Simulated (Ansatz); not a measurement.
Ansatz (a program for electronic structure) input (CCSD(T)/aug-cc-pVDZ):

Ansatz 0.2 input:
```yaml
crystal:
  periodic: [false, false, false]
  atoms:
    - {symbol: C, position_ang: [-0.01075073, 0.64443952, -0.00020773]}
    - {symbol: C, position_ang: [1.14148505, -0.05703999, 0.00113003]}
    - {symbol: F, position_ang: [-1.11822560, -0.31777191, -0.00099264]}
    - {symbol: H, position_ang: [1.19675056, -1.15149369, 0.00151889]}
    - {symbol: H, position_ang: [2.08287389, 0.48704365, 0.00188105]}
basis:
  gaussian:
    orbitals: aug-cc-pVDZ
total_charge: -1
magnetization: {spin_polarized: false}
correlation: {method: ccsd_t, electrons: outside_noble_gas}
output: {forces: true}
```

Output:

```
Functional definition: HF
integrals: 0.09 GiB planned
855 factors; integrals over basis functions are off by at most 8.0e-4 eV
mean field: 0.19 GiB planned
mean field evaluation 1: about -4794.4901 eV, gradient 2.7e1 eV
mean field evaluation 2: about -4794.4909 eV, gradient 2.7e1 eV
mean field evaluation 4: about -4796.4373 eV, gradient 3.0e0 eV
mean field evaluation 8: about -4796.4863 eV, gradient 4.0e-4 eV
mean field evaluation 16: about -4796.4852 eV, gradient 2.7e-1 eV
mean field -4796.48630106 eV, -176.2676203887 hartree, gradient 1.1e-6 eV, S^2 0.000000; 0 other end points of the search recorded, 0 dependent functions left out
3 core orbitals not correlated
reference -4796.48630106 eV, -176.2676203887 hartree; 9, 9 occupied and 75, 75 virtual orbitals, 855 factors
densities: 0.40 GiB planned
second order -13.37468713 eV of doubles, -0.00000000 eV of singles
coupled cluster: 0.28 GiB planned
cycle   1  -13.47351543 eV  change   -9.9e-2 eV  update   1.0e-1
cycle   2  -13.84737517 eV  change   -3.7e-1 eV  update   3.5e-2
cycle   3  -13.96233209 eV  change   -1.1e-1 eV  update   2.2e-2
cycle   4  -13.96132849 eV  change    1.0e-3 eV  update   7.9e-3
cycle   5  -13.95635591 eV  change    5.0e-3 eV  update   5.0e-3
cycle   6  -13.95738586 eV  change   -1.0e-3 eV  update   2.0e-3
cycle   7  -13.95778844 eV  change   -4.0e-4 eV  update   1.1e-3
cycle   8  -13.95750954 eV  change    2.8e-4 eV  update   4.1e-4
cycle   9  -13.95746844 eV  change    4.1e-5 eV  update   1.9e-4
cycle  10  -13.95758393 eV  change   -1.2e-4 eV  update   9.7e-5
cycle  11  -13.95750409 eV  change    8.0e-5 eV  update   4.0e-5
cycle  12  -13.95749954 eV  change    4.6e-6 eV  update   1.8e-5
cycle  13  -13.95751171 eV  change   -1.2e-5 eV  update   7.8e-6
cycle  14  -13.95751183 eV  change   -1.2e-7 eV  update   3.3e-6
perturbative correction -0.52990238 eV, -0.0194735533 hartree
the calculation of the forces begins
Total energy: -4810.97371527 eV, -176.8000230411 hartree
Atom 0 at    -0.010751     0.644440    -0.000208 Å, force    -0.876316     1.098713    -0.001190 eV/Å
Atom 1 at     1.141485    -0.057040     0.001130 Å, force     0.963644    -0.552642     0.001108 eV/Å
Atom 2 at    -1.118226    -0.317772    -0.000993 Å, force    -0.448373    -0.347180    -0.000331 eV/Å
Atom 3 at     1.196751    -1.151494     0.001519 Å, force    -0.028116    -0.466496     0.000115 eV/Å
Atom 4 at     2.082874     0.487044     0.001881 Å, force     0.389160     0.267604     0.000297 eV/Å
Dipole moment:     0.147872    -0.508493     0.000300 e Å
```

It need not be the lowest isomer of its formula. Whether it binds its extra electron was not tested at this geometry.
